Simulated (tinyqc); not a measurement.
Pariser-Parr-Pople SCF with singles CI, for the molecule c1ccsc1 (SMILES; centres numbered as the heavy atoms are written), step by step. One step of it, computed by the program tinyqc.

Question. Iteration 2: Fock matrix. F_rr = H_rr + P_rr gamma_rr / 2 + sum_(s != r) P_ss gamma_rs; F_rs = H_rs - P_rs gamma_rs / 2; E = tr P (H + F) / 2 + core repulsion sum_(r<s) z_r z_s gamma_rs.

P after iteration 1:
```
           1C         2C         3C         4S         5C
1C   1.018217   0.523965  -0.043198  -0.218526   0.813963
2C   0.523965   1.018077   0.813961  -0.218505  -0.043137
3C  -0.043198   0.813961   1.095274   0.380544  -0.410633
4S  -0.218526  -0.218505   0.380544   1.773337   0.380610
5C   0.813963  -0.043137  -0.410633   0.380610   1.095095
```

core matrix H (eV):
```
            1C          2C          3C          4S          5C
1C  -34.526962   -2.500000    0.000000    0.000000   -2.500000
2C   -2.500000  -34.526151   -2.500000    0.000000    0.000000
3C    0.000000   -2.500000  -36.089131   -2.200000    0.000000
4S    0.000000    0.000000   -2.200000  -43.804647   -2.200000
5C   -2.500000    0.000000    0.000000   -2.200000  -36.087917
```

repulsion gamma_rs (eV):
```
           1C         2C         3C         4S         5C
1C  11.540000   5.437591   4.099321   4.241230   5.437591
2C   5.437591  11.540000   5.439034   4.240752   4.098023
3C   4.099321   5.439034  11.540000   5.690951   4.098874
4S   4.241230   4.240752   5.690951  13.940000   5.691714
5C   5.437591   4.098023   4.098874   5.691714  11.540000
```

Centres (angstrom, eV; a flat drawing with bonds scaled to 1.40 angstrom):

| centre | x | y | core charge z | W | gamma_rr |
|---|---|---|---|---|---|
| 1C | 1.191000 | 0.000000 | 1 | 11.070000 | 11.540000 |
| 2C | 0.368000 | 1.133000 | 1 | 11.070000 | 11.540000 |
| 3C | -0.963000 | 0.700000 | 1 | 11.070000 | 11.540000 |
| 4S | -0.963000 | -0.700000 | 2 | 23.940000 | 13.940000 |
| 5C | 0.368000 | -1.133000 | 1 | 11.070000 | 11.540000 |

Give: F; pi energy.

Answer.

F (eV):
```
         1C       2C       3C        4S       5C
1C  -5.1503  -3.9246   0.0885    0.4634  -4.7130
2C  -3.9246  -5.1500  -4.7136    0.4633   0.0884
3C   0.0885  -4.7136  -5.4774   -3.2828   0.8416
4S   0.4634   0.4633  -3.2828  -10.3425  -3.2832
5C  -4.7130   0.0884   0.8416   -3.2832  -5.4778
```

pi energy = -85.4281 eV
